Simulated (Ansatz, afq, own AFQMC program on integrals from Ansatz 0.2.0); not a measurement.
Two steps: Ansatz 0.2.0 writes the Fock matrix and Cholesky factors of the valence space, and afq projects on them the lowest state that overlaps trial and start.

```yaml
crystal:
  periodic: [false, false, false]
  atoms:
    - {symbol: O, position_ang: [0.000000, 0.074551, 0.542472]}
    - {symbol: C, position_ang: [0.000000, -0.152157, -0.604077]}
    - {symbol: H, position_ang: [0.000000, 0.629740, -1.412618]}
basis:
  gaussian: {orbitals: cc-pVDZ}
magnetization: {spin_polarized: false, initial_magnetization: 1}
correlation: {method: ccsd_t, electrons: outside_noble_gas, hamiltonian_folder: ham}
```

```sh
$ ansatz run in.yaml --threads 1 --pin off --events-out ev --progress --plain --max-ram 1382MiB
```

afq runs on the folder ham with

```
--method free --trial cisd --walkers 60 --time-step 0.03 --max-blocks 80 --target-error 0.0004 --factor-cut 1e-05 --seed 7702 --times 0,0.21,0.42,0.81,1.2,1.8,2.4,3 --taylor-order 8
```

Times are imaginary, in 1/Eh. The walk had a cap of 774 s.

Log:

```
orbitals 31  electrons 6 5  factors 234 of 303
reference energy -113.25420394 Eh
CCSD correlation -0.31072904 Eh in 12 cycles, weight of the determinant in the CISD state 0.8908
repeat  energy at the last time / Eh  error
    10  -113.581250  0.001878
    20  -113.578273  0.001852
    30  -113.578747  0.001557
    40  -113.578185  0.001881
    50  -113.578253  0.001592
    60  -113.577478  0.001409
    70  -113.577050  0.001242
    80  -113.576976  0.001095
time / (1/Eh)  energy / Eh  error  mean overlap
  0.00  -113.564475  0.000278  1.1201
  0.21  -113.571559  0.000364  1.1200
  0.42  -113.573629  0.000345  1.1290
  0.81  -113.575854  0.000374  1.1293
  1.20  -113.577900  0.000540  1.1219
  1.80  -113.576982  0.000559  1.1409
  2.40  -113.577006  0.000852  1.1697
  3.00  -113.576976  0.001095  1.1809
energy -113.576976 +/- 0.001095 Eh
```

The run passed its tests (error under three times the target), which doesn't prove that it has relaxed.

Against this walk (error 29.8 meV) on the same determinant: CCSD(T) 41.5 meV higher (within the noise), CCSDT(Q) 0.8 meV lower (within the noise). The error is statistical, and a free projection of finite length keeps a remainder of its start.

Cautions: remainder of the start not in the error; error above the target (29.8 against 10.9 meV).

The walk took 92 s on 1 thread of AMD EPYC 9R45 96-Core Processor (Zen 5), on a shared host. The log's last line is the free-projection energy.

CCSDT and higher add their correlation energy to the determinant of the CCSD(T) run, since their own runs factorise the integrals more tightly (a shift of under 2 meV). A walk keeps the symmetry of its determinant, which the program's search chose and which needn't be the lowest solution, so a lower state of the same spin and another symmetry isn't excluded.
